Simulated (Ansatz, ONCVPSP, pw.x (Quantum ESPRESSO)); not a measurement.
**pw.x on diamond Ge: one setting changed**

Potential: optimised norm-conserving Vanderbilt (ONCV), ONCVPSP 4.0.1.1 (patched build), PBE; core [Ar] 3d10, reference 4s2 4p2; waves: 4s: rc 1.65 bohr, ncon 3, nbas 7, qcut 4.1 1/bohr, 2 projectors, debl 3 Ha; 4p: rc 1.95 bohr, ncon 5, nbas 9, qcut 4.8 1/bohr, 2 projectors, debl 0.8 Ha; d scattering state at 0.26 Ha: rc 2.00 bohr, ncon 4, nbas 7, qcut 5.4 1/bohr, 2 projectors, debl 3.7 Ha; local part: polynomial inside 1.50 bohr (lpopt 5, dvloc0 0 Ha); core correction: none.

The reference run (k-mesh 8³, cutoffs 75/300 Ry, Fermi–Dirac 0.01 Ry, mixing_beta 0.4, conv_thr 1e-9, no spin) gives 0.34 GPa at 23.951 Å³/atom, where all-electron LAPW gives 0.00 GPa. This run, with its own iteration cap, changes diagonalization to cg.

```
&control
  calculation='scf', prefix='x', pseudo_dir='./', outdir='./tmp', tstress=.true., disk_io='none'
/
&system
  ibrav=0, nat=2, ntyp=1, ecutwfc=75, ecutrho=300, nbnd=11,
  occupations='smearing', smearing='fd', degauss=0.01
/
&electrons
  conv_thr=1e-09, mixing_beta=0.4, electron_maxstep=70, diagonalization='cg'
/
ATOMIC_SPECIES
Ge 1.0 Ge.UPF
CELL_PARAMETERS angstrom
  0.00000000 2.88253474 2.88253474
  2.88253474 0.00000000 2.88253474
  2.88253474 2.88253474 0.00000000
ATOMIC_POSITIONS crystal
Ge 0.0000 0.0000 0.0000
Ge 0.2500 0.2500 0.2500
K_POINTS automatic
8 8 8 0 0 0
```

```bash
pw.x < Ge.scf.in > Ge.scf.out
```

Task: How does the run end?

Result: It converges in 7 iterations; the free energy moves by +0.0 meV/atom and the pressure by +0.00 GPa. The result is that of the reference run.

```
Message from routine setup:
     using ibrav=0 with symmetry is DISCOURAGED, use correct ibrav instead
     lattice parameter (alat)  =       7.7035  a.u.
     unit-cell volume          =     323.2587 (a.u.)^3
     number of electrons       =         8.00
     number of Kohn-Sham states=           11
     kinetic-energy cutoff     =      75.0000  Ry
     charge density cutoff     =     300.0000  Ry
     scf convergence threshold =      1.0E-09
     Exchange-correlation= PBE
     number of k points=    29  Fermi-Dirac smearing, width (Ry)=  0.0100
     iteration #  1     ecut=    75.00 Ry     beta= 0.40
     total energy              =     -15.75138145 Ry
     estimated scf accuracy    <       0.03082545 Ry
     iteration #  2     ecut=    75.00 Ry     beta= 0.40
     total energy              =     -15.75050703 Ry
     estimated scf accuracy    <       0.00929681 Ry
     iteration #  3     ecut=    75.00 Ry     beta= 0.40
     total energy              =     -15.75094086 Ry
     estimated scf accuracy    <       0.00012062 Ry
     iteration #  4     ecut=    75.00 Ry     beta= 0.40
     c_bands:  1 eigenvalues not converged
     total energy              =     -15.75098438 Ry
     estimated scf accuracy    <       0.00000347 Ry
     iteration #  5     ecut=    75.00 Ry     beta= 0.40
     total energy              =     -15.75098528 Ry
     estimated scf accuracy    <       0.00000043 Ry
     iteration #  6     ecut=    75.00 Ry     beta= 0.40
     total energy              =     -15.75098536 Ry
     estimated scf accuracy    <          9.5E-09 Ry
     iteration #  7     ecut=    75.00 Ry     beta= 0.40
     the Fermi energy is     5.2346 ev
!    total energy              =     -15.75098536 Ry
     estimated scf accuracy    <          1.6E-10 Ry
     smearing contrib. (-TS)   =      -0.00084347 Ry
     The total energy is F=E-TS. E is the sum of the following terms:
     one-electron contribution =       3.49541285 Ry
     hartree contribution      =       1.20673958 Ry
     xc contribution           =      -4.62971581 Ry
     ewald contribution        =     -15.82257851 Ry
     convergence has been achieved in   7 iterations
          total   stress  (Ry/bohr**3)                   (kbar)     P=        3.42
     Message from routine punch:
     Nothing written, as per user request (disk_io='none')
```

The run took about 26 s on one core of a shared host (Neoverse-V1, 32 threads, 126 GiB, load 13).
